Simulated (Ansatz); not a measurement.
C₃H₅FO (`C[C@H]1O[C@H]1F`), relaxed with RKS PBE0-D4/def2-TZVP in Ansatz 0.2.0 from a PBE-D4/def2-SVP geometry. The force threshold is 0.005 eV/Å; the program also tests the step.

The species carries charge 0 and has multiplicity 1.

Start:

```xyz
10

C     0.123    0.557    1.121
C    -0.013   -0.563    0.126
O    -1.243   -0.601   -0.667
C    -0.056   -0.308   -1.322
F     0.080    0.975   -1.772
H     1.170    0.618    1.482
H    -0.147    1.525    0.660
H    -0.531    0.384    1.999
H     0.321   -1.564    0.466
H     0.296   -1.022   -2.094
```

Task: How much energy does the relaxation release, and in how many steps? (An estimate is asked.)

Result: Computed: 4.56 kJ/mol, in 5 steps.

Task: Which bonds change most? (Best estimate.)

Result: Computed: C4–H10 from 1.109 to 1.087 Å; C2–H9 from 1.109 to 1.089 Å; C2–C4 from 1.471 to 1.454 Å; C2–O3 from 1.463 to 1.447 Å.

Task: Give the relaxed structure. (An estimate is asked.)

Result: Ansatz gave: 
```xyz
10

C     0.123    0.555    1.113
C    -0.010   -0.554    0.122
O    -1.227   -0.591   -0.660
C    -0.048   -0.309   -1.310
F     0.077    0.959   -1.767
H     1.155    0.613    1.467
H    -0.149    1.511    0.668
H    -0.520    0.372    1.976
H     0.309   -1.540    0.457
H     0.290   -1.014   -2.066
```
